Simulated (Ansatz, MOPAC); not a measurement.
Gas-phase reaction in SMILES: C(C)(CO)C → C[CH]C + [CH2]O (CH3O) (the C-C bond breaks)

Wanted: bond dissociation energy (enthalpy at 298 K), in kcal/mol. Terms: six Cartesian d functions in 6-31G* and its kin unless marked 5d; no spin-orbit coupling; open shells spin-unrestricted; non-relativistic; dispersion terms only where a functional's name holds one. First-principles rows: single points at B3LYP-D3(BJ) geometries (Ansatz, a first-principles code), with unscaled harmonic terms from B3LYP/6-31G* (Ansatz) at its own minima. Semi-empirical rows: MOPAC heats of formation at their own minima for 298 K.

```json
[
 {"species": "CC(C)CO", "coefficient": "-1", "E at HF/6-31G* (Ansatz), Eh": "-232.14496", "E at B3LYP/def2-TZVPD (Ansatz), Eh": "-233.76849", "H(298 K) - E, kcal/mol": "90.95", "heat of formation at PM3 (MOPAC), kcal/mol": "-67.31"},
 {"species": "C[CH]C", "coefficient": "+1", "E at HF/6-31G* (Ansatz), Eh": "-117.63539", "E at B3LYP/def2-TZVPD (Ansatz), Eh": "-118.52731", "H(298 K) - E, kcal/mol": "59.41", "heat of formation at PM3 (MOPAC), kcal/mol": "1.97"},
 {"species": "[CH2]O (CH3O)", "coefficient": "+1", "E at HF/6-31G* (Ansatz), Eh": "-114.40780", "E at B3LYP/def2-TZVPD (Ansatz), Eh": "-115.11579", "H(298 K) - E, kcal/mol": "26.19", "heat of formation at PM3 (MOPAC), kcal/mol": "-24.95"}
]
```

Measured values: Active Thermochemical Tables 1.112 (ions: stationary electron), as tabulated in the package chemicals; CRC Handbook, as tabulated in the package chemicals; G2/97 table in ASE (Curtiss et al.); they hold spin-orbit and core effects, anharmonicity and other conformers.  Value to compare with, the measured value: 85.5 kcal/mol. 1 Eh = 627.5095 kcal/mol.

**Question.** Compute it at each level from the table, and compare with the measured value.

**Answer.** 
- HF/6-31G*: the sum of coefficient times E is 0.10177 Eh, or 63.86 kcal/mol; the thermal terms add -5.35. Result: 58.5 kcal/mol. Its error against the measured value is -27.0 kcal/mol.
- B3LYP/def2-TZVPD: the sum of coefficient times E is 0.12539 Eh, or 78.68 kcal/mol; the thermal terms add -5.35. Result: 73.3 kcal/mol. Its error against the measured value is -12.2 kcal/mol.
- PM3: the sum of coefficient times heat of formation is 44.33 kcal/mol; it needs no thermal term. Its error against the measured value is -41.2 kcal/mol.
